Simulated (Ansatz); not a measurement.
For rutile PbO2, LDA (Ansatz, a first-principles code, plane waves, PAW) gives:

| Quantity | Result |
|---|---|
| equilibrium lattice constant a | 4.937 Å |
| c axis length | 3.391 Å |
| cohesive energy | 4.90 eV/atom |
| enthalpy of formation | -1.104 eV/atom |

Task: What does HSE06 in Ansatz (plane waves, PAW) give for the same quantities?

Result: 
- lattice constant a: 4.974 Å (goes up by 0.7 %)
- lattice parameter c: 3.361 Å (falls by 0.9 %)
- cohesive energy: 3.50 eV/atom (drops by 1.40 eV/atom)
- formation enthalpy: -0.748 eV/atom (moves by +0.356 eV/atom)

For comparison: lattice constant a 4.958 Å (measured, room temperature, not corrected to a static lattice, sources range from 4.950 to 4.958; as tabulated in Hiroi (2015), arXiv:1503.02262); lattice parameter c 3.388 Å (measured, room temperature, no zero-point or thermal correction; as tabulated in Hiroi (2015), arXiv:1503.02262); formation enthalpy -0.948 eV/atom (measured, 298 K, no zero-point or thermal correction; as tabulated in Friedrich et al. (2018), arXiv:1811.08952).

Changes are worked out from the printed values.

Unless a cell is named, each level is at its own relaxed cell (LDA 13.78, HSE06 13.86 Å³/atom).

Levels without +SOC leave out spin–orbit coupling, which shifts energies and cells of such heavy elements.

Caveats: hybrids on metals are sensitive to the k mesh and can open a false gap (HSE06). Ansatz's density-functional and Hartree–Fock values are scalar-relativistic unless marked +SOC, with PAW data made under PBE.
